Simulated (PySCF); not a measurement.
Sulfuryl chloride fluoride, ClFO₂S.
Bonds: O1–S2 (double), S2–O3 (double), S2–F4, S2–Cl5.

Computed with PySCF at wB97X-D/pcSseg-2, non-relativistic, on one gas-phase PBE0-D3(BJ)/def2-TZVP geometry that isn't relaxed in the solvent. The solvent is an IEF-PCM continuum (Bondi radii, 1.10 Å for H, scaled by 1.2). Only the electrostatic response of the medium enters.

Gas phase at wB97X-D/pcSseg-2: HOMO -12.02 eV, LUMO -0.23 eV, dipole 1.71 D.

**Question.** What does the continuum do to the energy, the frontier levels and the dipole at wB97X-D/pcSseg-2 in chloroform?

**Answer.** 
| solvent | ε | E(solvent) − E(gas) (kcal/mol) | polarisation term (kcal/mol) | distortion of the solute (kcal/mol) | HOMO (eV) | LUMO (eV) | dipole (D) |
| --- | --- | --- | --- | --- | --- | --- | --- |
| chloroform | 4.711 | -2.09 | -2.27 | 0.18 | -11.87 | -0.03 | 2.03 |

Polarisation term: ½ Σ q·V over the induced surface charges. Distortion: the rise of the solute's own energy as its density leaves the gas-phase optimum.

**Question.** Which radius a makes the point-dipole formula ΔE = −[(ε − 1)/(2ε + 1)]·μ²/a³ give the value in chloroform, with the gas-phase dipole?

**Answer.** μ = 0.675 au and |ΔE| = 0.00334 Eh give a = 1.93 Å; the farthest nucleus lies 1.82 Å from the centroid of the nuclei. The formula assumes a rigid point dipole at the centre of a sphere.

Time: 15 s of wall time; peak memory 0.79 GiB. Hardware: one thread of an Arm Neoverse V1, no GPU, shared host. This is the whole shielding run at wB97X-D/pcSseg-2 in chloroform, SCF included.

The pairwise dispersion term of wB97X-D wasn't added to the energies; at a given geometry it leaves orbitals and properties as they are.
